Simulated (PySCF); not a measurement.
# C6H8 (1,3,4-hexatriene): the cost of one run

The runs use PySCF 2.14.0, with density-fitted response routines of our own; the level of theory stands in each step. All values are computed, except where a source is named. Atoms count from 0, in the outputs and in this text.

## (1) The starting structure

14 atoms, charge 0, multiplicity 1; geometry from: GFN2-xTB. The atoms were then displaced at random by about 0.01 Å, so the start is not that level's minimum.

Bonds of the start (Å): C0–C1 1.30, C1–C2 1.44, C2–C3 1.35, C3–C4 1.27, C4–C5 1.50, C0–H6 1.08, C0–H7 1.10, C1–H8 1.06, C2–H9 1.09, C4–H10 1.09, C5–H11 1.09, C5–H12 1.10, C5–H13 1.08.

## (2) Relaxing the molecule at PBE0-D3(BJ)/def2-SVP

Job settings and geometry (Å):

```
{"job": {"xc": "PBE0", "basis": "def2-SVP", "d3": "d3bj", "grid": 1, "shake": 0.01, "kind": "geom"}, "charge": 0, "multiplicity": 1}
C     -3.028570     0.487330    -0.178710
C     -1.858350    -0.055900    -0.065170
C     -0.815250     0.490380     0.757000
C      0.415900    -0.056110     0.893420
C      1.551130    -0.607110     0.995610
C      2.716840    -0.281070     0.114040
H     -3.808570     0.090860    -0.807340
H     -3.285170     1.425310     0.337590
H     -1.618860    -0.957610    -0.576780
H     -1.026050     1.404950     1.311010
H      1.733280    -1.332360     1.795190
H      3.072660    -1.192370    -0.371110
H      2.415680     0.455210    -0.648570
H      3.528170     0.113410     0.716090
```

Command:

```console
OMP_NUM_THREADS=1 python probes_run.py task.json out
```

This one command runs all jobs of the session in turn.

Q: Estimate the wall time and peak memory of this first job on 1 thread of Arm Neoverse N1, shared host.

About 70 s, with a peak of 0.51 GiB.
